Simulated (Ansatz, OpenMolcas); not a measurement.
# Worked example: the enthalpy of formation of SiH3Cl (chlorosilane)

SiH3Cl: 5 atoms, total charge 0, spin state singlet. As SMILES, `[SiH3]Cl`. The coordinates come from a PBE0-D4/def2-TZVP relaxation.

Total energies at PBE/aug-cc-pVDZ (OpenMolcas 26.06); the atoms run unrestricted:

```
species    state  energy (Eh)
 SiH3Cl  singlet  -751.182871
     Si  triplet  -289.220314
     Cl  doublet  -459.952192
      H  doublet    -0.499224
```

Harmonic wavenumbers at PBE0-D4/def2-TZVP, in cm⁻¹: 552, 656, 656, 944, 947, 947, 2249, 2261, 2261.

Measured heats of formation of the gaseous atoms at 298.15 K, in kJ/mol: Si 450.0, Cl 121.3, H 218.0. Spin-orbit lowering of the atoms at 298 K (mean of the ground term's levels less their thermal mean, from spectra), in kJ/mol: Si 0.44, Cl 3.44. Take 1 Eh = 2625.50 kJ/mol, 1 cm⁻¹ = 0.0119627 kJ/mol, RT = 2.479 kJ/mol.

**Question.** What heat of formation follows?

**Answer.** 
1. Electronic atomisation energy: (-289.220314) + (-459.952192) + 3 × (-0.499224) − (-751.182871) = 0.512693 Eh = 1346.1 kJ/mol.
2. Zero-point energy: half the sum of the wavenumbers, 5736.5 cm⁻¹ = 68.6 kJ/mol.
3. Thermal vibrational enthalpy, Σ hcν̃/(exp(hcν̃/kT) − 1): 1.5 kJ/mol. Translation, rotation and pV of a non-linear molecule: 4 RT = 9.9 kJ/mol.
4. The 5 free atoms carry 5/2 RT each: 31.0 kJ/mol.
5. Spin-orbit coupling lowers the free atoms by 0.44 + 3.44 = 3.9 kJ/mol.
6. Atomisation enthalpy at 298 K: 1346.1 − 3.9 − 68.6 − 1.5 − 9.9 + 31.0 = 1293.2 kJ/mol.
7. Sum of the atoms' heats of formation: 1225.3 kJ/mol. Heat of formation: 1225.3 − 1293.2 = -67.9 kJ/mol.

The tabulated value is -141.8 kJ/mol (NIST-JANAF tables), so this level is off by +73.9 kJ/mol, or 5.4 % of the atomisation enthalpy. Anharmonicity and any spin-orbit splitting of the molecule are left out.
